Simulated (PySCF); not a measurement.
## Working out the ionisation energy of Cl

Cl [Ne] 3s2 3p5 (2P) → Cl⁺ [Ne] 3s2 3p4 (3P). Computed with PySCF 2.14 in 6-31G* (4s3p1d, 18 functions), with the non-relativistic Hamiltonian (point nucleus). Frozen: [Ne]. Energies in hartree (1 hartree = 27.21139 eV):

```json
{"part": "UHF", "Cl (lower)": "-459.446509", "Cl⁺ (upper)": "-459.013539"}
{"part": "CCSD correlation", "Cl (lower)": "-0.119432", "Cl⁺ (upper)": "-0.102630"}
{"part": "(T)", "Cl (lower)": "-0.001532", "Cl⁺ (upper)": "-0.001160"}
```

Problem. What does Hartree-Fock give?

Solution. (-459.013539) − (-459.446509) = 0.432970 hartree = 11.782 eV.

Problem. What do CCSD and CCSD(T) give?

Solution. The CCSD correlation energies differ by 0.016802 hartree = 0.457 eV and the triples by 0.000372 hartree = 0.010 eV, so CCSD gives 12.239 eV and CCSD(T) 12.249 eV.

Measured between the centres of the two terms (NIST): 12.974 eV, so CCSD(T) (valence) is off by -0.725 eV.

What remains against the reference includes basis incompleteness, the frozen core and higher excitations.
